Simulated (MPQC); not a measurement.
**One shape, several levels: SiH4 (silane)**

Wanted: a comparison of 6 runs (HF/3-21G, HF/def2-SVP, B3LYP/6-31G*, PBE0/def2-SVP, MP2/6-31+G*, MP2/def2-SVP) of SiH4 (silane). 

The results are computed with MPQC 2.3.1.

## Step 1: The structure to begin with

SiH4 has 5 atoms, charge 0, and is taken as a singlet. As SMILES, `[SiH4]`. Geometry: relaxed at PBE0-D4/def2-TZVP.

Bond lengths: Si1–H2 1.485 Å, Si1–H3 1.485 Å, Si1–H4 1.485 Å, Si1–H5 1.485 Å. Angles: H2–Si1–H3 109.5°, H2–Si1–H4 109.5°, H2–Si1–H5 109.5°, H3–Si1–H4 109.5°, H3–Si1–H5 109.5°, H4–Si1–H5 109.5°.

## Step 2: Energy and forces at HF/3-21G (run 1)

Input file run.in:

```
% emacs should use -*- KeyVal -*- mode
molecule<Molecule>: (
   symmetry = c1
   unit = bohr
   { atoms geometry } = {
      Si [ 0.00000000   0.00000000  -0.00018897 ]
      H  [ 1.82849900  -1.30088746   1.68355700 ]
      H  [ -2.51522547   0.08484870   1.23966034 ]
      H  [ -0.19861022  -1.39896425  -2.42376273 ]
      H  [ 0.88533669   2.61500301  -0.49926564 ]
   }
)
basis<GaussianBasisSet>: (
   name = "3-21G"
   molecule = $:molecule
   basisdir = "."
   puream = yes
)
mpqc: (
   checkpoint = no
   savestate = no
   restart = no
   do_energy = yes
   do_gradient = yes
   optimize = no
   mole<CLHF>: (
      molecule = $:molecule
      basis = $:basis
      total_charge = 0
      memory = 1000000000
      print_evals = yes
      print_npa = yes
      maxiter = 120
      value_accuracy = 1e-08
      guess_wavefunction<CLHF>: (
         molecule = $:molecule
         total_charge = 0
         memory = 1000000000
         value_accuracy = 1e-3
         basis<GaussianBasisSet>: (
            name = "STO-3G"
            molecule = $:molecule
         )
      )
   )
)
```

The basis set 3-21G is read from a file made from the Basis Set Exchange's data (not shown).

On the command line:

```
mpqc run.in > run.out
```

The log of the run:

```text
MPQC: Massively Parallel Quantum Chemistry
[...]
  LUMO is    10   A =   0.183871
  total scf energy = -289.6869763486
[...]
Value of the MolecularEnergy: -289.6869763486
  Gradient of the MolecularEnergy:
      1   -0.0000028835
      2   -0.0000171241
      3   -0.0000356312
      4   -0.0005222347
      5    0.0003685060
      6   -0.0004659596
      7    0.0007113643
      8   -0.0000278622
      9   -0.0003377619
     10    0.0000559194
     11    0.0003959924
     12    0.0006943534
[...]
      symmetry = c1
[...]
```

Wall time 0.14 s (1 thread of Arm Neoverse V2, shared host).

## Step 3: Energy and gradient at HF/def2-SVP (run 2)

Input file mol.in:

```
% H4Si
molecule<Molecule>: (
  symmetry = c1
  unit = angstrom
  { atoms geometry } = {
    Si [ 0.000000 0.000000 -0.000100 ]
    H  [ 0.967600 -0.688400 0.890900 ]
    H  [ -1.331000 0.044900 0.656000 ]
    H  [ -0.105100 -0.740300 -1.282600 ]
    H  [ 0.468500 1.383800 -0.264200 ]
  }
)
basis<GaussianBasisSet>: (
  name = "def2-SVP"
  molecule = $:molecule
  basisdir = "."
  puream = yes
)
mpqc: (
  checkpoint = no
  savestate = no
  restart = no
  do_energy = yes
  do_gradient = yes
  optimize = no
  mole<CLHF>: (
    molecule = $:molecule
    basis = $:basis
    total_charge = 0
    memory = 1000000000
    print_evals = yes
    print_npa = yes
    maxiter = 120
    value_accuracy = 1e-08
    guess_wavefunction<CLHF>: (
      molecule = $:molecule
      total_charge = 0
      memory = 1000000000
      value_accuracy = 1e-3
      basis<GaussianBasisSet>: (
        name = "STO-2G"
        molecule = $:molecule
      )
    )
  )
)
```

The basis set def2-SVP is read from a file made from the Basis Set Exchange's data (not shown).

On the command line:

```
mpqc mol.in > mol.out
```

The log of the run:

```text
MPQC: Massively Parallel Quantum Chemistry
[...]
  LUMO is    10   A =   0.177084
  total scf energy = -291.1539113449
[...]
Value of the MolecularEnergy: -291.1539113449
  Gradient of the MolecularEnergy:
      1   -0.0000029153
      2   -0.0000173111
      3   -0.0000389420
      4    0.0008352905
      5   -0.0005973436
      6    0.0007847791
      7   -0.0011560883
      8    0.0000351161
      9    0.0005834678
     10   -0.0000915603
     11   -0.0006428355
     12   -0.0011044444
[...]
      symmetry = c1
[...]
```

It took 0.5 s on 1 thread of Arm Neoverse V2, shared host.

## Step 4: Energy and gradient at B3LYP/6-31G(d) (spherical functions) (run 3)

Input file run.in:

```
% H4Si
molecule<Molecule>: (
   symmetry = c1
   unit = angstrom
   { atoms geometry } = {
      Si [ 0.000000     0.000000    -0.000100 ]
      H  [ 0.967600    -0.688400     0.890900 ]
      H  [ -1.331000     0.044900     0.656000 ]
      H  [ -0.105100    -0.740300    -1.282600 ]
      H  [ 0.468500     1.383800    -0.264200 ]
   }
)
basis<GaussianBasisSet>: (
   name = "6-31G*"
   molecule = $:molecule
   basisdir = "."
   puream = yes
)
mpqc: (
   checkpoint = no
   savestate = no
   restart = no
   do_energy = yes
   do_gradient = yes
   optimize = no
   mole<CLKS>: (
      molecule = $:molecule
      basis = $:basis
      total_charge = 0
      memory = 1000000000
      print_evals = yes
      print_npa = yes
      maxiter = 120
      value_accuracy = 1e-08
      functional<StdDenFunctional>: ( name = "B3LYP" )
      integrator<RadialAngularIntegrator>: ( grid = xfine )
      guess_wavefunction<CLHF>: (
         molecule = $:molecule
         total_charge = 0
         memory = 1000000000
         value_accuracy = 1e-3
         basis<GaussianBasisSet>: (
            name = "STO-2G"
            molecule = $:molecule
         )
      )
   )
)
```

The basis set 6-31G* is read from a file made from the Basis Set Exchange's data (not shown).

On the command line:

```
mpqc run.in > run.out
```

The log of the run:

```text
MPQC: Massively Parallel Quantum Chemistry
[...]
  Integrated electron density error = -0.000211360691
  iter     1 energy = -291.7741941526 delta = 2.66512e-01
  Integrated electron density error = 0.000004637215
  iter     2 energy = -291.8809806212 delta = 2.89599e-02
[...]
  Integrated electron density error = -0.000000009602
  iter     7 energy = -291.8819639927 delta = 1.25498e-06
  Integrated electron density error = -0.000000009602
  iter     8 energy = -291.8819639927 delta = 1.99019e-07
  Integrated electron density error = -0.000000009597
  iter     9 energy = -291.8819639927 delta = 3.97386e-08
[...]
  LUMO is    10   A =   0.051280
  total scf energy = -291.8819639927
[...]
  Integrated electron density error = -0.000000014094
  Total Gradient:
[...]
Value of the MolecularEnergy: -291.8819639927
  Gradient of the MolecularEnergy:
      1   -0.0000029470
      2   -0.0000174997
      3   -0.0000338411
      4   -0.0003547740
      5    0.0002499181
      6   -0.0003136719
      7    0.0004819487
      8   -0.0000194707
      9   -0.0002261934
     10    0.0000380489
     11    0.0002698420
     12    0.0004746752
[...]
        symmetry = c1
[...]
```

It took 4.5 s on 1 thread of Arm Neoverse V2, shared host.

Runs 4 to 5 aren't shown in full; the table further down has their settings and results.

## Step 5: Energy and gradient at MP2/def2-SVP (run 6)

Input file mol.in:

```
% H4Si
molecule<Molecule>: (
    symmetry = c1
    unit = angstrom
    { atoms geometry } = {
        Si [ 0.000000 0.000000 -0.000100 ]
        H  [ 0.967600 -0.688400 0.890900 ]
        H  [ -1.331000 0.044900 0.656000 ]
        H  [ -0.105100 -0.740300 -1.282600 ]
        H  [ 0.468500 1.383800 -0.264200 ]
    }
)
basis<GaussianBasisSet>: (
    name = "def2-SVP"
    molecule = $:molecule
    basisdir = "."
    puream = yes
)
mpqc: (
    checkpoint = no
    savestate = no
    restart = no
    do_energy = yes
    do_gradient = yes
    optimize = no
    mole<MBPT2>: (
        molecule = $:molecule
        basis = $:basis
        memory = 1000000000
        method = mp
        nfzc = 5
        reference<CLHF>: (
            molecule = $:molecule
            basis = $:basis
            total_charge = 0
            memory = 1000000000
            print_evals = yes
            maxiter = 120
            value_accuracy = 1e-08
            guess_wavefunction<CLHF>: (
                molecule = $:molecule
                total_charge = 0
                memory = 1000000000
                value_accuracy = 1e-3
                basis<GaussianBasisSet>: (
                    name = "STO-3G"
                    molecule = $:molecule
                )
            )
        )
    )
)
```

The basis set def2-SVP is read from a file made from the Basis Set Exchange's data (not shown).

On the command line:

```
mpqc mol.in > mol.out
```

The log of the run:

```text
MPQC: Massively Parallel Quantum Chemistry
[...]
  LUMO is    10   A =   0.177084
  total scf energy = -291.1539113449
[...]
  MP2 correlation energy [au]:         -0.115559813593
  MP2 energy [au]:                   -291.269471158540
[...]
Value of the MolecularEnergy: -291.2694711585
  Gradient of the MolecularEnergy:
      1   -0.0000029493
      2   -0.0000175132
      3   -0.0000364001
      4    0.0009566484
      5   -0.0006833834
      6    0.0008950645
      7   -0.0013225140
      8    0.0000410859
      9    0.0006642090
     10   -0.0001045490
     11   -0.0007344961
     12   -0.0012643041
[...]
        symmetry = c1
[...]
```

Run time: 1.3 s. Hardware: 1 thread of Arm Neoverse V2, shared host.

## Step 6: The series

```
run                               level  starting guess  integration grid  energy (Eh)  HOMO energy (eV)  LUMO energy (eV)  HOMO–LUMO gap (eV)  wall time
  1                            HF/3-21G          STO-3G                 –  -289.686976            -13.18              5.00               18.18     0.14 s
  2                         HF/def2-SVP          STO-2G                 –  -291.153911            -13.24              4.82               18.06      0.5 s
  3  B3LYP/6-31G* (spherical functions)          STO-2G             xfine  -291.881964             -9.61              1.40               11.00      4.5 s
  4                       PBE0/def2-SVP          STO-3G             xfine  -291.652663             -9.85              1.50               11.35      8.1 s
  5   MP2/6-31+G* (spherical functions)          STO-3G                 –  -291.307470            -13.24              1.86               15.10      1.1 s
  6                        MP2/def2-SVP          STO-3G                 –  -291.269471            -13.24              4.82               18.06      1.3 s
```

## Step 7: What came out

| quantity | value |
| --- | --- |
| run 6: total energy | -291.26947 Eh |
| run 6: HOMO energy (Hartree–Fock orbitals) | -13.24 eV |
| run 6: LUMO energy (Hartree–Fock orbitals) | 4.82 eV |
| run 6: HOMO–LUMO gap (Hartree–Fock orbitals) | 18.06 eV |
| run 6: correlation energy (5 core orbitals frozen) | -115.6 mEh |
| run 6: largest force on an atom | 0.077 eV/Å |

In words: Over runs 1, 2, 3, 4 the HOMO–LUMO gap runs from 11.00 eV (B3LYP/6-31G*) to 18.18 eV (HF/3-21G). The two ends differ in method and basis. Totals of different functionals can't be ranked against each other. All runs together took 16 s, the longest 8.1 s.
